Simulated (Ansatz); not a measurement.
# BHNSi: the cost of one run

The runs use Ansatz 0.2.0, Gaussian basis; def2-TZVPP, core rule «outside noble gas», up to 7 orbitals frozen.

The runs, in order: UHF; ROHF; CCSD(T) on UHF.

## Step 1: The geometry

The geometry is a PBE0/def2-TZVP stationary point (not a proven minimum) of the parent state, kept for this charge and spin.

4 atoms, charge 1, spin multiplicity 5.

Atoms are counted from 1 here; the program's logs count them from 0.

Bond lengths: B1–Si2 1.920 Å, Si2–N3 1.668 Å, Si2–H4 1.486 Å. Angles: B1–Si2–N3 121.8°, B1–Si2–H4 115.6°, N3–Si2–H4 122.6°.

## Step 2: UHF

File in.yaml:

```yaml
crystal:
  periodic: [false, false, false]
  atoms:
    - {symbol: B, position_ang: [0.000000, -0.564500, 1.717940]}
    - {symbol: Si, position_ang: [0.000000, 0.370053, 0.040934]}
    - {symbol: N, position_ang: [0.000000, -0.439646, -1.417676]}
    - {symbol: H, position_ang: [0.000000, 1.852957, 0.133591]}
basis:
  gaussian: {orbitals: def2-TZVPP}
total_charge: 1
magnetization: {spin_polarized: true, initial_magnetization: 4}
hamiltonian: {xc: hf}
output: {orbitals: {seedname: orbitals}}
```

Command:

```sh
$ ansatz run in.yaml --threads 1 --pin off --events-out ev --progress --plain --max-ram 4096MiB --backend cpu
```

Q: Estimate wall time and peak memory on 1 thread of AMD EPYC 7R13, shared host.

About 10 s, with a peak of 0.27 GiB.
